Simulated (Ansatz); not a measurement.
doublet CS2(+): levels of theory in one basis

```yaml
atoms:
  - { symbol: S, position_ang: [0.0000, -0.0001, -1.5570] }
  - { symbol: C, position_ang: [0.0000, 0.0001, 0.0000] }
  - { symbol: S, position_ang: [0.0000, -0.0001, 1.5570] }
```

Basis set: def2-SVP (spherical functions). Left uncorrelated: 11 orbitals. Correlation on ROHF uses semicanonical orbitals with singles. Charge 1, multiplicity 2.

Computed with Ansatz (development build ahead of 0.2.0); the reference of a correlated method needn't be the lowest determinant of its kind.

```json
{"method": "ROHF", "E − E(ROHF) (eV)": "0.00", "<S²> of the determinant": "0.75"}
{"method": "UHF", "E − E(ROHF) (eV)": "-0.72", "<S²> of the determinant": "1.02"}
{"method": "ROHF-MP2", "E − E(ROHF) (eV)": "-10.28", "<S²> of the determinant": "–"}
{"method": "UHF-MP2", "E − E(ROHF) (eV)": "-9.84", "<S²> of the determinant": "1.02"}
{"method": "ROHF-CCSD(T)", "E − E(ROHF) (eV)": "-11.47", "<S²> of the determinant": "–"}
{"method": "UHF-CCSD(T)", "E − E(ROHF) (eV)": "-11.45", "<S²> of the determinant": "1.02"}
```

Caution for ROHF, ROHF-MP2, ROHF-CCSD(T): an unrestricted determinant lies well below. Caution for UHF, UHF-MP2, UHF-CCSD(T): the unrestricted determinant is spin contaminated. Caution for ROHF-MP2, UHF-MP2: MP2 on this radical cation hangs on the determinant chosen. Caution for ROHF-CCSD(T): the determinant is a saddle point.
